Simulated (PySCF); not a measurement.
Fill in the blanks.

Water, H2O.
SMILES: `O`

```csv
property,level,value
point group of the GFN2-xTB geometry,GFN2-xTB,C2v
"rotational constants A, B, C of the GFN2-xTB geometry",GFN2-xTB,"871.841, 420.472, 283.666 GHz"
dipole moment,CAM-B3LYP/def2-SVPD,1.89 D
HOMO energy,CAM-B3LYP/def2-SVPD,-10.72 eV
LUMO energy,CAM-B3LYP/def2-SVPD,?
lowest singlet excitation,TDDFT CAM-B3LYP/def2-SVPD,?
strongest line among the 8 lowest singlet transitions,TDDFT CAM-B3LYP/def2-SVPD,"S3 at 9.53 eV (130 nm, f = 0.095)"
lowest triplet excitation (Tamm–Dancoff),TDA CAM-B3LYP/def2-SVPD,7.06 eV
static isotropic polarisability,CAM-B3LYP/def2-SVPD,?
electronic spatial extent ⟨r²⟩ about the centre of nuclear charge,CAM-B3LYP/def2-SVPD,?
```

The electronic properties come from PySCF, for the isolated species, density fitting.

(1) Give the lowest singlet excitation.

(2) What is the electronic spatial extent ⟨r²⟩ about the centre of nuclear charge?

(3) The LUMO energy?

(4) The static isotropic polarisability?

## Answers

(1) 7.54 eV (164 nm, f = 0.053).

(2) 20 bohr².

(3) 0.96 eV.

(4) 9.5 au.

The principal polarisabilities are 9.1, 9.4 and 10.0 au; their mean is the isotropic value. The 8 singlets span 7.54 to 12.55 eV, and their oscillator strengths add up to 0.21. The polarisability is 1.41 Å³ as a volume (1 au = 0.148185 Å³), or 0.95 au for each of the 10 electrons. The vertical singlet–triplet gap S1 − T1 is 0.48 eV (TDDFT singlet less Tamm–Dancoff triplet; S1: HOMO→LUMO, weight 0.99; T1: HOMO→LUMO, weight 0.96).
